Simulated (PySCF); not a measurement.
Ionising CN

r²SCAN; basis C def2-SVPD, N def2-SVPD; no relativity; PySCF 2.14. Neutral (UKS): doublet (σ ↑), Re = 1.171 Å, ωe = 2178 cm⁻¹, De = 7.77 eV, HOMO -9.65 eV, LUMO -7.03 eV.

CN⁻ (UKS): singlet (closed shell), Re = 1.178 Å, ωe = 2172 cm⁻¹. The energies at the minima are -92.59024 hartree for CN and -92.72384 for CN⁻.

(1) Work out the adiabatic electron affinity, without and with harmonic zero-point energies (1 hartree = 27.2114 eV, 1 eV = 8065.5 cm⁻¹), and the change of the bond length.

The highest Kohn–Sham level is positive in this anion. Much of that is self-interaction error, but it also means that the finite basis helps to hold the extra electron. States were picked by a PBE0 search and need not be the measured ground states.

Answers

(1) At r²SCAN: 0.13360 hartree = 3.635 eV between the minima; the zero-point term (2178.0 − 2172.0)/2 cm⁻¹ = +0.000 eV makes it 3.636 eV. Re changes by +0.7 pm against the neutral. The electron enters a σ orbital, and the small change of length marks it as nearly non-bonding.
